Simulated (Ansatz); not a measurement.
# fcc Ag

These are LDA (Ansatz, an electronic-structure program, PAW) values and carry that method's errors.

Numerical settings: plane-wave cutoff 520 eV, 18×18×18 k mesh, Fermi–Dirac smearing 0.1 eV, perturbation theory, force constants from a 6×6×6 q mesh, no spin polarisation, scalar-relativistic PAW data made under PBE.

Cell: relaxed at this level.

- zero-point energy = 0.023 eV/atom

Cost on a shared machine: very roughly 30 core-minutes.
